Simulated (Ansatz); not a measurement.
**BH4+ (singlet): wave-function methods side by side at distance B1–H3 = 1.210 Å, cc-pVDZ**

One table from this session's results is given with a row withheld; the runs are named, their logs left out.

Method: cc-pVDZ, core rule «outside noble gas», up to 1 orbitals frozen; program: Ansatz 0.2.0, Gaussian basis.

To be run: UHF; CCSD(T) on RHF; BCCD(T) on RHF; CISD; CCSDT(Q) on RHF; CASSCF and MRCISD+Q, 2 electrons in 2 orbitals; CASSCF and NEVPT2, 2 electrons in 2 orbitals; CASSCF and MRCISD+Q, 6 electrons in 8 orbitals; CASSCF and NEVPT2, 6 electrons in 8 orbitals; Full CI.

21 further runs of the same task are left out: 1 for a mislabelled method, 15 that didn't finish, 5 set aside as unsound or not needed.

## What is computed

The geometry derives from a PBE0/def2-TZVP stationary point (not a proven minimum). One bond is set to the value named and the two fragments are kept rigid.

5 atoms, charge 1, spin multiplicity 1.

Atoms are counted from 1 here; the program's logs count them from 0.

Bond lengths: B1–H2 1.210 Å, B1–H3 1.210 Å, B1–H4 1.210 Å, B1–H5 1.210 Å. Angles: H2–B1–H3 90.0°, H2–B1–H4 90.0°, H2–B1–H5 180.0°, H3–B1–H4 180.0°, H3–B1–H5 90.0°, H4–B1–H5 90.0°.

The first run:

in.yaml

```yaml
crystal:
  periodic: [false, false, false]
  atoms:
    - {symbol: B, position_ang: [0.000000, 0.000000, 0.000000]}
    - {symbol: H, position_ang: [-0.015583, 0.861426, 0.849833]}
    - {symbol: H, position_ang: [-0.021323, -0.849967, 0.861171]}
    - {symbol: H, position_ang: [0.021323, 0.849967, -0.861171]}
    - {symbol: H, position_ang: [0.015583, -0.861426, -0.849833]}
basis:
  gaussian: {orbitals: cc-pVDZ}
total_charge: 1
magnetization: {spin_polarized: true, initial_magnetization: 0}
hamiltonian: {xc: hf}
output: {orbitals: {seedname: orbitals}}
```

On the command line:

```
ansatz run in.yaml --threads 1 --pin off --events-out ev --progress --plain --max-ram 2393MiB
```

Steps of the session up to this table: UHF; CCSD(T) on RHF; BCCD(T) on RHF; CISD; CCSDT(Q) on RHF; CASSCF and MRCISD+Q, 2 electrons in 2 orbitals; CASSCF and NEVPT2, 2 electrons in 2 orbitals; CASSCF and MRCISD+Q, 6 electrons in 8 orbitals; CASSCF and NEVPT2, 6 electrons in 8 orbitals; Full CI.

One of the session's tables, all rows but one given; the rest of the session is left out.

```
          method  from FCI (kcal/mol)
             RHF               +85.45
            RMP2               +18.48
            CISD                +4.97
           RCCSD                +2.16
        RCCSD(T)                +0.46
         BCCD(T)                +0.46
          RCCSDT                +0.12
       RCCSDT(Q)                +0.02
     CASSCF pair               +72.87
     NEVPT2 pair               +17.01
     MRCISD pair                +3.62
   MRCISD+Q pair                    ?
  CASSCF valence               +39.90
  NEVPT2 valence                +9.35
  MRCISD valence                +1.11
MRCISD+Q valence                -0.04
             FCI                    0
```

Q: Estimate the row for MRCISD+Q pair from the others.

**Answer.** from FCI (kcal/mol): -0.55. In the column «from FCI (kcal/mol)» it is the lowest.

Among the levels timed on like hardware and quicker than the yardstick, those that no quicker one beats, quickest first: NEVPT2 pair (0.27 s, +17.01 kcal/mol); MRCISD+Q pair (0.42 s, -0.55 kcal/mol); RCCSD(T) (0.45 s, +0.46 kcal/mol); BCCD(T) (1.5 s, +0.46 kcal/mol); RCCSDT(Q) (1.7 s, +0.02 kcal/mol).

Limits of these values: The yardstick is full CI for this spin, exact in this basis with these frozen cores. MRCISD+Q pair falls below full CI: the +Q correction isn't variational, and the cores differ from full CI's. Of the multireference levels listed MRCISD+Q valence comes nearest in total energy (-0.04 kcal/mol), which doesn't show that its space is the better one.
